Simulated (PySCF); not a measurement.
Compound: C₅H₉ (doublet state).
Z-matrix (Å and degrees, PBE0-D3(BJ)/def2-SVP geometry), rows numbered from 1:
```
C 
C   1  1.4733
C   2  1.5548  1  119.84
C   3  1.5374  2   88.99  1  -142.82
C   4  1.5372  3   88.21  2    20.26
H   1  1.0921  2  122.38  3  -135.34
H   1  1.0947  2  119.75  3    47.65
H   2  1.1025  1  110.44  3   127.94
H   3  1.1020  2  110.31  1   -30.26
H   3  1.1008  2  117.54  1    94.70
H   4  1.1012  3  111.56  2   -92.26
H   4  1.1001  3  118.08  2   141.35
H   5  1.1017  2  110.34  1    30.27
H   5  1.1007  2  117.48  1   -94.78
```

The hyperfine couplings belong to this conformer and change with its torsions.

As a line formula: `[CH2]C1CCC1` [radical].

Level of theory: PySCF 2.14.0, UKS B3LYP, IGLO-III on C, pcH-1 on H, non-relativistic, mean-field spin-orbit, GIAO. Isolated species at its PBE0-D3(BJ)/def2-SVP geometry (one conformer only). No stability test was run, so a lower SCF solution isn't excluded.

Task: Where do the isotropic ENDOR lines of H6/H7, H8, H9/H13, H12 and H10/H14 fall at 336.3 mT, to first order?

Result: For S = 1/2 in fast tumbling each set of equivalent nuclei gives two lines, ν± = |νn ± a/2| to first order, with νn = g_N μN B/h and μN/h = 7.62259 MHz/T.

```
 nuclei  isotope     g_N  νn (MHz)  a_iso (MHz)  lower line (MHz)  upper line (MHz)
  H6/H7       1H  5.5857     14.32       -62.56             16.96             45.60
     H8       1H  5.5857     14.32         4.95             11.84             16.79
 H9/H13       1H  5.5857     14.32        -4.55             12.04             16.59
    H12       1H  5.5857     14.32        -1.18             13.73             14.91
H10/H14       1H  5.5857     14.32        -0.65             13.99             14.65
```

Task: Which pairs are centred on the nuclear Larmor frequency, and which on half the coupling?

Result: Centred on νn, since |a| < 2νn: H8, H9/H13, H12 and H10/H14. Centred on |a|/2 and split by 2νn: H6/H7.

Task: At what field would the lower line of H6/H7 fall to zero frequency?

Result: Where νn = |a|/2, that is B = 31.28 MHz/(5.5857 × 7.62259 MHz/T) = 735 mT, as far as first order holds there.

Class means assume fast exchange of nuclei equivalent by connectivity; if that motion is slow, each nucleus keeps its own coupling.

The Mulliken spin populations are largest on C1 (+1.08) and C2 (-0.10). No atom but C1 exceeds +0.15. The positive populations add up to 1.20 and the negative ones to -0.20, together 2S = 1. The angles at C1 add up to 359.9°, so it is planar; its axial dipolar tensor and the negative couplings of its protons fit spin in a p orbital normal to that plane.
